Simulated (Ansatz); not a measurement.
# C2H3FO2: basis-set convergence

One table from this session's results is given with a row withheld; the runs are named, their logs left out.

The runs use Ansatz 0.2.0, Gaussian basis; one geometry, several basis sets.

The runs, in order: PBE0-D4/def2-SVP; ωB97M-V/def2-SVP; PBE0-D4/def2-QZVPP; ωB97M-V/def2-QZVPP; the functionals' def2-TZVPP values are taken from earlier runs.

### The geometry

An earlier PBE0-D4 in a triple-zeta def2 set relaxation fixed the geometry.

SMILES `O=COCF`, 8 atoms, charge 0, spin multiplicity 1.

Atoms are counted from 1 here; the program's logs count them from 0.

Bond lengths: O1–C2 1.196 Å, C2–O3 1.334 Å, C2–H6 1.099 Å, O3–C4 1.414 Å, C4–F5 1.349 Å, C4–H7 1.092 Å, C4–H8 1.092 Å. Angles: O1–C2–O3 125.2°, O1–C2–H6 125.4°, O3–C2–H6 109.4°, C2–O3–C4 115.0°, O3–C4–F5 105.8°, O3–C4–H7 110.1°, O3–C4–H8 110.1°, F5–C4–H7 109.7°, F5–C4–H8 109.7°, H7–C4–H8 111.4°.

Geometry (Å):

```xyz
8
C2H3FO2
O     0.56135   -0.69561    1.56336
C     0.37574    0.42518    1.19069
O    -0.04153    0.77053   -0.02802
C    -0.26611   -0.31009   -0.91233
F    -0.65879    0.24478   -2.07760
H     0.52161    1.32973    1.79670
H     0.65992   -0.86912   -1.06381
H    -1.05999   -0.95250   -0.52468
```

The first run:

Input file in.yaml:

```yaml
crystal:
  periodic: [false, false, false]
  atoms:
    - {symbol: O, position_ang: [0.561351, -0.695607, 1.563357]}
    - {symbol: C, position_ang: [0.375745, 0.425182, 1.190687]}
    - {symbol: O, position_ang: [-0.041530, 0.770526, -0.028021]}
    - {symbol: C, position_ang: [-0.266115, -0.310093, -0.912333]}
    - {symbol: F, position_ang: [-0.658794, 0.244782, -2.077600]}
    - {symbol: H, position_ang: [0.521610, 1.329725, 1.796698]}
    - {symbol: H, position_ang: [0.659924, -0.869120, -1.063806]}
    - {symbol: H, position_ang: [-1.059992, -0.952496, -0.524682]}
basis:
  gaussian: {orbitals: def2-SVP}
hamiltonian: {xc: pbe0, dispersion: d4}
output: {orbitals: {seedname: orbitals}}
```

Among the steps run: PBE0-D4 in def2-SVP; ωB97M-V in def2-SVP; PBE0-D4 in def2-QZVPP; ωB97M-V in def2-QZVPP.

One table of the session follows, with a row left open; its other results are not shown here.

It belongs to the step «Functionals by basis». 

| functional | basis | HOMO (eV) | LUMO (eV) |
| --- | --- | --- | --- |
| PBE0-D4 | def2-SVP | -8.58 | -0.13 |
| PBE0-D4 | def2-TZVPP | -8.73 | -0.36 |
| PBE0-D4 | def2-QZVPP | ? | ? |
| ωB97M-V | def2-SVP | -11.02 | 2.31 |
| ωB97M-V | def2-TZVPP | -11.18 | 1.96 |
| ωB97M-V | def2-QZVPP | -11.22 | 1.79 |

**Question.** Estimate the row for PBE0-D4, def2-QZVPP.

As computed: HOMO (eV): -8.77; LUMO (eV): -0.45. In the column «HOMO (eV)» it lies between ωB97M-V, def2-SVP (-11.02) and PBE0-D4, def2-TZVPP (-8.73).
